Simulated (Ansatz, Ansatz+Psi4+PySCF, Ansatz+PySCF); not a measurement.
```csv
atom,x (Å),y (Å),z (Å)
C,0.0022,0.0000,-0.9131
C,-0.2657,0.0000,0.5173
Cl,1.4081,0.0000,1.5162
H,0.1937,0.9290,-1.4345
H,0.1937,-0.9290,-1.4345
H,-0.7660,0.8960,0.8743
H,-0.7660,-0.8960,0.8743
```

Basis set: cc-pVTZ on H, C; cc-pV(T+d)Z on Cl (spherical functions). Left uncorrelated: 7 orbitals. Correlation on ROHF uses semicanonical orbitals with singles. Charge 0, multiplicity 2.

Computed with Ansatz (development build ahead of 0.2.0); each method stands on the lowest determinant of its kind that the runs found.

**Question.** Give the atomization energy at this shape (free ground-state atoms in the same class of orbitals less the molecule, no zero-point energy) of doublet C₂H₄Cl by ROHF-CCSD(T), ROHF-MP2.

**Answer.**

| method | atomization energy |
| --- | --- |
| ROHF-CCSD(T) | 566.51 kcal/mol |
| ROHF-MP2 | 571.62 kcal/mol |
